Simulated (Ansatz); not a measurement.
Ansatz (a first-principles code) input (B3LYP-D3(BJ)/def2-TZVP):

Ansatz 0.2 input:
```yaml
crystal:
  periodic: [false, false, false]
  atoms:
    - {symbol: C, position_ang: [0.72403310, 1.79239507, -0.03031994]}
    - {symbol: C, position_ang: [0.76031785, 0.28052987, -0.04737150]}
    - {symbol: C, position_ang: [-0.63355368, -0.28316512, -0.01353096]}
    - {symbol: C, position_ang: [-0.67602212, -1.81383621, -0.02190892]}
    - {symbol: H, position_ang: [1.72840622, 2.22793654, 0.06033451]}
    - {symbol: H, position_ang: [-1.70143998, -2.20864986, 0.01923879]}
    - {symbol: H, position_ang: [0.10939338, 2.26461132, 0.79621000]}
    - {symbol: H, position_ang: [0.29292530, 2.20418998, -0.95768097]}
    - {symbol: H, position_ang: [-0.13284901, -2.21272884, 0.84234972]}
    - {symbol: H, position_ang: [-0.17751014, -2.19660174, -0.91756637]}
    - {symbol: H, position_ang: [1.29730464, -0.06782599, 0.85466338]}
    - {symbol: H, position_ang: [-1.20160135, 0.07901021, -0.88680250]}
    - {symbol: H, position_ang: [-1.26328001, 0.05451668, 0.86804152]}
basis:
  gaussian:
    orbitals: def2-TZVP
hamiltonian:
  xc: b3lyp
  dispersion: d3bj
total_charge: -1
phonons: {temperatures: {t_min: 298.15, t_max: 298.15, t_step: 100}}
```

Output:

```
Functional definition: B3LYP
integrals: 0.08 GiB planned
1116 factors; their error is unknown
mean field: 0.80 GiB planned
mean field evaluation 1: about -4286.2487 eV, gradient 5.8e1 eV
mean field evaluation 2: about -4253.1611 eV, gradient 1.1e2 eV
mean field evaluation 4: about -4294.9440 eV, gradient 6.2e0 eV
mean field evaluation 8: about -4295.0423 eV, gradient 1.9e-1 eV
mean field evaluation 16: about -4295.0135 eV, gradient 5.9e-4 eV
mean field -4295.01354972 eV, -157.8388366873 hartree, gradient 1.2e-5 eV, S^2 0.000000; 0 other end points of the search recorded, 0 dependent functions left out
the calculation of the forces begins
reference -4295.01383417 eV, -157.8388471408 hartree; 17, 17 occupied and 161, 161 virtual orbitals, 1116 factors
these checks for a lower state are left out or cut short: stability, starts, cluster_reference, orbital_swaps, neighbouring_geometries, increment
integrals: 0.08 GiB planned
1116 factors; their error is unknown
mean field: 0.80 GiB planned
mean field -4295.01341768 eV, -157.8388318352 hartree, gradient 2.0e-6 eV, S^2 0.000000; 0 other end points of the search recorded, 0 dependent functions left out
the calculation of the forces begins
reference -4295.01370225 eV, -157.8388422928 hartree; 17, 17 occupied and 161, 161 virtual orbitals, 1116 factors
these checks for a lower state are left out or cut short: stability, starts, cluster_reference, orbital_swaps, neighbouring_geometries, increment
integrals: 0.08 GiB planned
1116 factors; their error is unknown
mean field: 0.80 GiB planned
mean field evaluation 32: about -4295.0134 eV, gradient 8.2e-3 eV
mean field -4295.01337574 eV, -157.8388302939 hartree, gradient 2.1e-6 eV, S^2 0.000000; 0 other end points of the search recorded, 0 dependent functions left out
the calculation of the forces begins
reference -4295.01366008 eV, -157.8388407433 hartree; 17, 17 occupied and 161, 161 virtual orbitals, 1116 factors
these checks for a lower state are left out or cut short: stability, starts, cluster_reference, orbital_swaps, neighbouring_geometries, increment
integrals: 0.08 GiB planned
1116 factors; their error is unknown
mean field: 0.80 GiB planned
mean field -4295.01346772 eV, -157.8388336740 hartree, gradient 2.0e-6 eV, S^2 0.000000; 0 other end points of the search recorded, 0 dependent functions left out
the calculation of the forces begins
reference -4295.01375214 eV, -157.8388441263 hartree; 17, 17 occupied and 161, 161 virtual orbitals, 1116 factors
these checks for a lower state are left out or cut short: stability, starts, cluster_reference, orbital_swaps, neighbouring_geometries, increment
integrals: 0.08 GiB planned
1116 factors; their error is unknown
mean field: 0.80 GiB planned
mean field -4295.01338514 eV, -157.8388306394 hartree, gradient 2.0e-6 eV, S^2 0.000000; 0 other end points of the search recorded, 0 dependent functions left out
the calculation of the forces begins
reference -4295.01366963 eV, -157.8388410940 hartree; 17, 17 occupied and 161, 161 virtual orbitals, 1116 factors
these checks for a lower state are left out or cut short: stability, starts, cluster_reference, orbital_swaps, neighbouring_geometries, increment
integrals: 0.08 GiB planned
1116 factors; their error is unknown
mean field: 0.80 GiB planned
mean field -4295.01341495 eV, -157.8388317348 hartree, gradient 2.1e-6 eV, S^2 0.000000; 0 other end points of the search recorded, 0 dependent functions left out
the calculation of the forces begins
reference -4295.01369921 eV, -157.8388421813 hartree; 17, 17 occupied and 161, 161 virtual orbitals, 1116 factors
these checks for a lower state are left out or cut short: stability, starts, cluster_reference, orbital_swaps, neighbouring_geometries, increment
integrals: 0.08 GiB planned
[...]
mean field -4295.01350374 eV, -157.8388349976 hartree, gradient 2.1e-6 eV, S^2 0.000000; 0 other end points of the search recorded, 0 dependent functions left out
the calculation of the forces begins
reference -4295.01378815 eV, -157.8388454494 hartree; 17, 17 occupied and 161, 161 virtual orbitals, 1116 factors
these checks for a lower state are left out or cut short: stability, starts, cluster_reference, orbital_swaps, neighbouring_geometries, increment
integrals: 0.08 GiB planned
1116 factors; their error is unknown
mean field: 0.80 GiB planned
mean field evaluation 480: about -4295.0135 eV, gradient 8.2e-3 eV
mean field -4295.01347941 eV, -157.8388341035 hartree, gradient 2.0e-6 eV, S^2 0.000000; 0 other end points of the search recorded, 0 dependent functions left out
the calculation of the forces begins
reference -4295.01376391 eV, -157.8388445588 hartree; 17, 17 occupied and 161, 161 virtual orbitals, 1116 factors
these checks for a lower state are left out or cut short: stability, starts, cluster_reference, orbital_swaps, neighbouring_geometries, increment
integrals: 0.08 GiB planned
1116 factors; their error is unknown
mean field: 0.80 GiB planned
mean field -4295.01349630 eV, -157.8388347244 hartree, gradient 2.0e-6 eV, S^2 0.000000; 0 other end points of the search recorded, 0 dependent functions left out
the calculation of the forces begins
reference -4295.01378079 eV, -157.8388451791 hartree; 17, 17 occupied and 161, 161 virtual orbitals, 1116 factors
these checks for a lower state are left out or cut short: stability, starts, cluster_reference, orbital_swaps, neighbouring_geometries, increment
integrals: 0.08 GiB planned
1116 factors; their error is unknown
mean field: 0.80 GiB planned
mean field -4295.01353401 eV, -157.8388361102 hartree, gradient 2.1e-6 eV, S^2 0.000000; 0 other end points of the search recorded, 0 dependent functions left out
the calculation of the forces begins
reference -4295.01381843 eV, -157.8388465626 hartree; 17, 17 occupied and 161, 161 virtual orbitals, 1116 factors
these checks for a lower state are left out or cut short: stability, starts, cluster_reference, orbital_swaps, neighbouring_geometries, increment
integrals: 0.08 GiB planned
1116 factors; their error is unknown
mean field: 0.80 GiB planned
mean field -4295.01352395 eV, -157.8388357405 hartree, gradient 2.0e-6 eV, S^2 0.000000; 0 other end points of the search recorded, 0 dependent functions left out
the calculation of the forces begins
reference -4295.01380838 eV, -157.8388461932 hartree; 17, 17 occupied and 161, 161 virtual orbitals, 1116 factors
these checks for a lower state are left out or cut short: stability, starts, cluster_reference, orbital_swaps, neighbouring_geometries, increment
integrals: 0.08 GiB planned
1116 factors; their error is unknown
mean field: 0.80 GiB planned
mean field -4295.01352766 eV, -157.8388358769 hartree, gradient 2.0e-6 eV, S^2 0.000000; 0 other end points of the search recorded, 0 dependent functions left out
the calculation of the forces begins
reference -4295.01381214 eV, -157.8388463313 hartree; 17, 17 occupied and 161, 161 virtual orbitals, 1116 factors
these checks for a lower state are left out or cut short: stability, starts, cluster_reference, orbital_swaps, neighbouring_geometries, increment
integrals: 0.08 GiB planned
1116 factors; their error is unknown
mean field: 0.80 GiB planned
mean field evaluation 512: about -4295.0429 eV, gradient 4.1e-4 eV
mean field -4295.01347095 eV, -157.8388337927 hartree, gradient 2.0e-6 eV, S^2 0.000000; 0 other end points of the search recorded, 0 dependent functions left out
the calculation of the forces begins
reference -4295.01375546 eV, -157.8388442483 hartree; 17, 17 occupied and 161, 161 virtual orbitals, 1116 factors
these checks for a lower state are left out or cut short: stability, starts, cluster_reference, orbital_swaps, neighbouring_geometries, increment
integrals: 0.08 GiB planned
1116 factors; their error is unknown
mean field: 0.80 GiB planned
mean field -4295.01350087 eV, -157.8388348924 hartree, gradient 2.1e-6 eV, S^2 0.000000; 0 other end points of the search recorded, 0 dependent functions left out
the calculation of the forces begins
reference -4295.01378527 eV, -157.8388453439 hartree; 17, 17 occupied and 161, 161 virtual orbitals, 1116 factors
these checks for a lower state are left out or cut short: stability, starts, cluster_reference, orbital_swaps, neighbouring_geometries, increment
integrals: 0.08 GiB planned
1116 factors; their error is unknown
mean field: 0.80 GiB planned
mean field -4295.01349901 eV, -157.8388348239 hartree, gradient 2.1e-6 eV, S^2 0.000000; 0 other end points of the search recorded, 0 dependent functions left out
the calculation of the forces begins
reference -4295.01378344 eV, -157.8388452764 hartree; 17, 17 occupied and 161, 161 virtual orbitals, 1116 factors
these checks for a lower state are left out or cut short: stability, starts, cluster_reference, orbital_swaps, neighbouring_geometries, increment
integrals: 0.08 GiB planned
1116 factors; their error is unknown
mean field: 0.80 GiB planned
mean field -4295.01354258 eV, -157.8388364250 hartree, gradient 2.0e-6 eV, S^2 0.000000; 0 other end points of the search recorded, 0 dependent functions left out
the calculation of the forces begins
reference -4295.01382706 eV, -157.8388468795 hartree; 17, 17 occupied and 161, 161 virtual orbitals, 1116 factors
these checks for a lower state are left out or cut short: stability, starts, cluster_reference, orbital_swaps, neighbouring_geometries, increment
integrals: 0.08 GiB planned
1116 factors; their error is unknown
mean field: 0.80 GiB planned
mean field evaluation 544: about -4295.0135 eV, gradient 1.4e-6 eV
mean field -4295.01352551 eV, -157.8388357977 hartree, gradient 2.0e-6 eV, S^2 0.000000; 0 other end points of the search recorded, 0 dependent functions left out
the calculation of the forces begins
reference -4295.01381001 eV, -157.8388462528 hartree; 17, 17 occupied and 161, 161 virtual orbitals, 1116 factors
these checks for a lower state are left out or cut short: stability, starts, cluster_reference, orbital_swaps, neighbouring_geometries, increment
integrals: 0.08 GiB planned
1116 factors; their error is unknown
mean field: 0.80 GiB planned
mean field -4295.01353247 eV, -157.8388360536 hartree, gradient 2.0e-6 eV, S^2 0.000000; 0 other end points of the search recorded, 0 dependent functions left out
the calculation of the forces begins
reference -4295.01381688 eV, -157.8388465056 hartree; 17, 17 occupied and 161, 161 virtual orbitals, 1116 factors
these checks for a lower state are left out or cut short: stability, starts, cluster_reference, orbital_swaps, neighbouring_geometries, increment
integrals: 0.08 GiB planned
1116 factors; their error is unknown
mean field: 0.80 GiB planned
mean field -4295.01351083 eV, -157.8388352581 hartree, gradient 2.0e-6 eV, S^2 0.000000; 0 other end points of the search recorded, 0 dependent functions left out
the calculation of the forces begins
reference -4295.01379535 eV, -157.8388457142 hartree; 17, 17 occupied and 161, 161 virtual orbitals, 1116 factors
these checks for a lower state are left out or cut short: stability, starts, cluster_reference, orbital_swaps, neighbouring_geometries, increment
integrals: 0.08 GiB planned
1116 factors; their error is unknown
mean field: 0.80 GiB planned
mean field -4295.01348811 eV, -157.8388344232 hartree, gradient 2.1e-6 eV, S^2 0.000000; 0 other end points of the search recorded, 0 dependent functions left out
the calculation of the forces begins
reference -4295.01377249 eV, -157.8388448741 hartree; 17, 17 occupied and 161, 161 virtual orbitals, 1116 factors
Total energy: -4295.38129654 eV, -157.8523511337 hartree
Atom 0 at     0.724033     1.792395    -0.030320 Å, force     0.000053    -0.000500     0.000770 eV/Å
Atom 1 at     0.760318     0.280530    -0.047371 Å, force    -0.001065    -0.000827    -0.000616 eV/Å
Atom 2 at    -0.633554    -0.283165    -0.013531 Å, force    -0.001332     0.001611     0.000443 eV/Å
Atom 3 at    -0.676022    -1.813836    -0.021909 Å, force     0.000341    -0.000634     0.000289 eV/Å
Atom 4 at     1.728406     2.227937     0.060335 Å, force     0.000247     0.000283     0.000036 eV/Å
Atom 5 at    -1.701440    -2.208650     0.019239 Å, force     0.000710     0.000440    -0.000153 eV/Å
Atom 6 at     0.109393     2.264611     0.796210 Å, force    -0.000173     0.000328    -0.000049 eV/Å
Atom 7 at     0.292925     2.204190    -0.957681 Å, force     0.000137     0.000018    -0.000368 eV/Å
Atom 8 at    -0.132849    -2.212729     0.842350 Å, force    -0.000048    -0.000306     0.000172 eV/Å
Atom 9 at    -0.177510    -2.196602    -0.917566 Å, force    -0.000431     0.000051    -0.000128 eV/Å
Atom 10 at     1.297305    -0.067826     0.854663 Å, force    -0.000067     0.000319    -0.000404 eV/Å
Atom 11 at    -1.201601     0.079010    -0.886803 Å, force     0.001278    -0.000215    -0.000027 eV/Å
Atom 12 at    -1.263280     0.054517     0.868042 Å, force     0.000351    -0.000568     0.000033 eV/Å
Dipole moment:    -0.429803    -0.222538     0.107398 e Å
Vibrations: 125.90 228.03 254.54 292.53 433.92 734.72 791.35 839.77 946.96 983.69 1012.02 1078.73 1106.61 1174.93 1250.38 1302.91 1353.61 1368.80 1370.43 1449.16 1466.65 1469.42 1482.41 1496.09 2525.48 2568.10 2869.34 2905.37 2912.12 2959.70 2980.68 3018.14 3047.26 cm⁻¹, zero-point energy 3.087192 eV
```

It need not be the lowest isomer of its formula. Whether it binds its extra electron was not tested at this geometry.
